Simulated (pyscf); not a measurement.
1,1-elimination: `[PH2][InH2]` → `[PH2][In]` [singlet] + `[H][H]`

Gas phase, singlet surface, charge 0. Bonds broken: In2–H5, In2–H6. Bonds formed: H5–H6. PySCF, gas phase, ωB97X-D3(BJ)/def2-SVP geometries.

Transition state (Å):

```xyz
6

P      0.0449    -1.6567     0.4376
In     1.1302     0.4988     0.9337
H     -1.1919    -1.3143     1.0545
H     -0.3692    -1.2885    -0.8724
H      2.2738     0.2889    -0.6913
H      2.4056     1.4300     0.2748
```

One imaginary mode, 1350i cm⁻¹; descent along it reached the two sides named.

```
bond    change  reactant side (Å)  saddle  product side
------  ------  -----------------  ------  ------------
In2–H5  breaks              1.727   1.998           2.9
In2–H6  breaks              1.727   1.711           3.0
H5–H6    forms                3.0   1.501         0.763
```

Electronic energies relative to the reactant's lowest minimum found (kJ/mol):

```
level                   barrier  reaction energy  reverse barrier
----------------------  -------  ---------------  ---------------
ωB97X-D3(BJ)/def2-TZVP    247.1             +5.4            241.7
PBE/def2-TZVP             187.4            -16.5            203.9
r²SCAN/def2-TZVP          203.8             -0.8            204.6
B3LYP-D3(BJ)/def2-TZVP    208.5            -24.7            233.2
PBE0-D3(BJ)/def2-TZVP     214.6             -1.5            216.2
M06-2X/def2-TZVP          232.8            -15.4            248.2
ωB97M-D3(BJ)/def2-TZVP    234.6             -0.5            235.1
HF/def2-TZVP              293.6             +0.5            293.2
```

With ωB97M-D3(BJ)/def2-TZVP energies and thermal terms (ideal gas, 1 atm, RRHO with modes under 100 cm⁻¹ raised to 100, one conformer, R ln 2 for chiral ones without a mode under 150 cm⁻¹), in kJ/mol:

| T (K) | ΔH‡ | ΔG‡ | ΔH | ΔG |
|---|---|---|---|---|
| 298 | 227.1 | 226.3 | -3.1 | -36.7 |
| 600 | 225.7 | 226.0 | -2.6 | -71.3 |
| 900 | 224.1 | 226.4 | -4.7 | -105.2 |
| 1200 | 222.2 | 227.4 | -8.2 | -138.2 |

One saddle was located; it need not be the lowest between these sides. Elements past Kr carry the def2 core potentials, without spin-orbit coupling.
